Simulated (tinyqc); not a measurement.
Worked calculation: coupled-perturbed Hartree-Fock on RHF in the sto-6g basis, for H2O, spin multiplicity 1. One step of it, computed by the program tinyqc.

Problem. Coupled step 2. U_ai = -(mu_ai + sum_bj [4 (ai|bj) - (ab|ij) - (aj|bi)] U_bj) / (e_a - e_i); alpha = -4 sum U_ai mu_ai.

U after step 1:
```
           i1        i2         i3        i4        i5
a6   0.000000  0.000000  -1.067255  0.000000  0.000000
a7  -0.001936  0.096626   0.000000  0.903252  0.000000
```

dipole integrals <a|y|i> (bohr):
```
          i1         i2        i3         i4        i5
a6  0.000000   0.000000  0.903824   0.000000  0.000000
a7  0.052839  -0.101464  0.000000  -0.743948  0.000000
```

orbital energies (hartree): MO1 -20.515805, MO2 -1.230117, MO3 -0.572292, MO4 -0.443381, MO5 -0.392189, MO6 0.500584, MO7 0.623533

Two-electron integrals over orbitals (pq|rs), unique and non-zero (hartree):
```
(11|11) 4.762897    (21|11) -0.435439   (21|21) 0.064268    (22|11) 1.029228
(22|21) -0.015681   (22|22) 0.726107    (31|31) 0.010916    (32|31) 0.016944
(32|32) 0.134790    (33|11) 0.773848    (33|21) -0.004306   (33|22) 0.624813
(33|33) 0.606222    (41|11) 0.175510    (41|21) -0.023794   (41|22) 0.013620
(41|33) 0.005429    (41|41) 0.026706    (42|11) -0.147398   (42|21) 0.008927
(42|22) -0.016518   (42|33) 0.004433    (42|41) 0.018605    (42|42) 0.129539
(43|31) -0.002747   (43|32) 0.025935    (43|43) 0.052684    (44|11) 0.963750
(44|21) -0.011829   (44|22) 0.670329    (44|33) 0.577660    (44|41) -0.009888
(44|42) -0.099076   (44|44) 0.732145    (51|51) 0.026673    (52|51) 0.032901
(52|52) 0.149119    (53|53) 0.027109    (54|51) -0.012262   (54|52) -0.044540
(54|54) 0.050612    (55|11) 1.117094    (55|21) -0.011464   (55|22) 0.754147
(55|33) 0.610458    (55|41) 0.004341    (55|42) -0.076736   (55|44) 0.706125
(55|55) 0.880663    (61|11) 0.222175    (61|21) -0.034970   (61|22) 0.002544
(61|33) -0.000500   (61|41) -0.000877   (61|42) -0.020929   (61|44) 0.016723
(61|55) 0.005385    (61|61) 0.029741    (62|11) -0.290329   (62|21) 0.007175
(62|22) -0.137138   (62|33) -0.069343   (62|41) -0.018748   (62|42) -0.028220
(62|44) -0.073498   (62|55) -0.148614   (62|61) 0.008317    (62|62) 0.097495
(63|31) -0.002744   (63|32) 0.039411    (63|43) 0.035517    (63|63) 0.075266
(64|11) -0.249202   (64|21) 0.002475    (64|22) -0.116512   (64|33) -0.046269
(64|41) -0.001459   (64|42) 0.041908    (64|44) -0.129260   (64|55) -0.137706
(64|61) -0.000741   (64|62) 0.061757    (64|64) 0.086626    (65|51) -0.014040
(65|52) -0.054087   (65|54) -0.003393   (65|65) 0.035480    (66|11) 0.790945
(66|21) -0.007602   (66|22) 0.599221    (66|33) 0.556370    (66|41) 0.019036
(66|42) 0.051980    (66|44) 0.546027    (66|55) 0.580330    (66|61) -0.008427
(66|62) -0.093982   (66|64) -0.049035   (66|66) 0.587440    (71|31) 0.015042
(71|32) 0.022101    (71|43) -0.003919   (71|63) -0.003390   (71|71) 0.020760
(72|31) 0.014556    (72|32) 0.050939    (72|43) -0.031168   (72|63) -0.031545
(72|71) 0.019158    (72|72) 0.066295    (73|11) 0.369205    (73|21) -0.006849
(73|22) 0.157922    (73|33) 0.089636    (73|41) -0.000541   (73|42) -0.076794
(73|44) 0.149860    (73|55) 0.198849    (73|61) 0.005813    (73|62) -0.072132
(73|64) -0.093095   (73|66) 0.041862    (73|73) 0.157061    (74|31) -0.008566
(74|32) -0.073616   (74|43) -0.008316   (74|63) -0.051920   (74|71) -0.011638
(74|72) -0.017177   (74|74) 0.069611    (75|53) 0.023884    (75|75) 0.024913
(76|31) -0.008255   (76|32) -0.091002   (76|43) -0.058185   (76|63) -0.067897
(76|71) -0.010869   (76|72) 0.005090    (76|74) 0.060140    (76|76) 0.115796
(77|11) 0.850534    (77|21) -0.008730   (77|22) 0.614383    (77|33) 0.591580
(77|41) 0.003618    (77|42) -0.017677   (77|44) 0.589594    (77|55) 0.614729
(77|61) 0.004038    (77|62) -0.065050   (77|64) -0.047481   (77|66) 0.555919
(77|73) 0.095459    (77|77) 0.604488
```

Give: U after step 2; polarisability.

Solution.

U after step 2:
```
         i1      i2       i3      i4      i5
a6   0.0000  0.0000  -1.1271  0.0000  0.0000
a7  -0.0018  0.1142   0.0000  0.9662  0.0000
```

polarisability = 6.9969 bohr^3
